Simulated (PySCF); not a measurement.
Geometry (Å), atoms numbered from 1 in this order:
```xyz
12

C     2.472   -0.356    0.183
C     1.222   -0.757    0.003
C     0.093    0.194    0.086
O     0.184    1.375    0.313
O    -1.075   -0.432   -0.127
C    -2.238    0.379   -0.072
H     2.681    0.680    0.395
H     3.308   -1.031    0.127
H     0.953   -1.781   -0.212
H    -2.333    0.840    0.913
H    -2.186    1.169   -0.824
H    -3.080   -0.281   -0.267
```

PySCF 2.14 calculation with GIAO PBE0/pcSseg-1 shieldings, J: B3LYP/pcJ-1 (without the spin–dipole term) and geometry: GFN2-xTB; gas phase, one conformer, averaged over atoms made equivalent by symmetry, fast rotation or ring inversion, no relativistic terms.

Scale: TMS for ¹H (σref 31.72) (reference shieldings calculated alike).

The spectrum was simulated from the full spin Hamiltonian at 90 MHz with 0.6 Hz Lorentzian lines, from shifts rounded to 0.01 ppm and J to 0.1 Hz, couplings under 1 Hz left out.

(1) List the maxima of its ¹H spectrum with integrals.

(2) Summarise it as multiplets with assignments.

Results:

(1) 
Maxima in Hz from TMS (height), grouped by integral:
1H: 645.3 (2), 639.1 (6), 633.5 (5), 625.7 (6), 620.2 (11), 614.0 (4)
2H: 582.4 (5), 571.1 (16), 562.9 (14), 557.6 (20), 557.5 (19), 551.5 (3)
3H: 352.8 (100)

(2) ¹H NMR (90 MHz, computed): δ 6.98 (m, 1H, H7), 6.30 (m, 1H, H9), 6.21 (m, 1H, H8), 3.92 (s, 3H, H10/H11/H12). These are first-order names; overlap and second-order distortion can hide them in the list.

Splittings below 1 Hz are ignored in the labels, and close J values are merged. Unscaled 3J(H,H) at this level run about 10 % above measured values.
